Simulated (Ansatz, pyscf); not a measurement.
:HSi–Cl (SMILES [SiH]Cl) [singlet] + H₂O (SMILES O) → HO–SiH: (SMILES O[SiH]) [singlet] + HCl (SMILES Cl), a four-centre exchange on the singlet surface: Cl–Si, H–O broken, O–Si, Cl–H formed. Single points on ωB97X-D3(BJ)/def2-SVP structures (PySCF, gas phase). Wave-function energies: Ansatz (an electronic-structure program), frozen core, RHF or UHF references. In kcal/mol, from the separated reactants.

Cost: rough CPU time of the saddle's run relative to CCSD(T)/cc-pV(D+d)Z, from one job on a shared machine, with the HF step and its search for lower states.

```csv
level,barrier,reaction energy,cost
ωB97M-D3(BJ)/def2-TZVP,2.76,-1.75,–
PBE/def2-TZVP,-0.86,-0.47,–
CCSD(T)/cc-pV(D+d)Z,4.58,-2.21,1
CCSDT(Q)/cc-pV(D+d)Z,…,…,100
CCSD(T)/cc-pV(T+d)Z,4.54,-2.43,7
CCSD(T)/cc-pV(Q+d)Z,…,-1.40,–
```

Q: What belongs in the gaps?

A: 
- CCSDT(Q)/cc-pV(D+d)Z, barrier: 4.44
- CCSDT(Q)/cc-pV(D+d)Z, reaction energy: -2.20
- CCSD(T)/cc-pV(Q+d)Z, barrier: 5.08

In cc-pV(D+d)Z, going from CCSD(T) to CCSDT(Q) shifts the barrier by -0.14 and the reaction energy by +0.02 kcal/mol. With HF in the quadruple-zeta basis and the correlation energy extrapolated as X⁻³ from X = 3, 4, CCSD(T) gives 5.06 and -0.72; adding the double-zeta shift gives ΔE‡ = 4.92 and ΔE = -0.71 kcal/mol, without core correlation, relativity or geometry relaxation at these levels. On the reactant side the descent ends in an adduct with a O–Si contact (not fully relaxed), 18.28 kcal/mol under the separated species and 20.97 kcal/mol under the saddle at ωB97X-D3(BJ)/def2-TZVP. On the product side the descent ends in a complex, 4.28 kcal/mol under the separated species and 6.97 kcal/mol under the saddle at ωB97X-D3(BJ)/def2-TZVP. At PBE the saddle lies under the separated reactants, which points to a path from their complex (located at ωB97X-D3(BJ) alone). At PBE the saddle lies under the separated products, which points to a path from their complex (located at ωB97X-D3(BJ) alone). What is counted as formed (O–Si) is already present as a longer contact in the reactant adduct; forming that adduct is a step of its own. At ωB97X-D3(BJ) the barrier from the zero used here is 2.68 kcal/mol. One saddle was located; it need not be the lowest between these sides. The CCSD(T) − MP2 part came from Ansatz, without density fitting, on the same reference.
